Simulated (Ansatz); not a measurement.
Reaction (silylene formation by 1,1-elimination): `[AlH2][CH2][SiH3]` → `[CH3][AlH2]` + `[SiH2]`

Program: Ansatz. Geometries: PBE0-D4/def2-TZVP. ΔE: electronic, gas phase. CCSD(T)/CBS is the MP2 limit (def2-TZVPP, def2-QZVPP) plus CCSD(T) − MP2 in def2-TZVPP, frozen cores. This one scheme is used for every species. DFT in def2-TZVPP.

`[AlH2][CH2][SiH3]`:

Cartesian coordinates in Å:
```
Al -1.020 -1.328 -0.646
C 0.642 -0.429 -0.173
Si 0.396 1.256 0.590
H -1.745 -2.259 0.416
H -1.653 -1.115 -2.086
H 1.200 -1.041 0.545
H 1.260 -0.302 -1.069
H -0.421 1.148 1.832
H -0.339 2.148 -0.351
H 1.680 1.921 0.943
```

`[CH3][AlH2]`:

Z-matrix (Å, degrees):
```
C
Al 1 1.950
H 1 1.093 2 112.5
H 1 1.093 2 112.6 3 123.1
H 1 1.097 2 109.5 3 -118.4
H 2 1.590 1 120.6 3 29.8
H 2 1.590 1 120.6 3 -151.5
```

`[SiH2]`:

```xyz
3

Si   -0.126    0.178   -0.677
H    -0.178   -1.127    0.111
H     0.304    0.949    0.566
```

CCSD(T)/CBS gives +59.1 kcal/mol.

(1) Another level gave +57.4 kcal/mol. Which?
A. B2PLYP/def2-TZVPP
B. ωB97X-V/def2-TZVPP
C. CCSD/def2-TZVPP
D. revPBE/def2-TZVPP

Largest T1 diagnostic among the species: 0.014.

Results:

(1) A. B2PLYP 57.4, ωB97X-V 61.1, revPBE 53.9, CCSD/def2-TZVPP 56.4 kcal/mol.

From BLYP to BHLYP (50 % exact exchange), in def2-TZVPP and without D4, ΔE moves by +6.4 kcal/mol. The D4 term adds +3.1 kcal/mol with B3LYP and +1.7 kcal/mol with PBE0; it sums over pairs of atoms, weighted by their polarisabilities, and B3LYP, whose exchange is more repulsive, gets the larger term. In def2-TZVPP, CCSD(T) changes the Hartree–Fock value by +3.5 kcal/mol (the triples alone add +1.2 kcal/mol) and MP2 by +8.4 kcal/mol.

B3LYP here is the variant with VWN-RPA as its local correlation; programs differ in this.
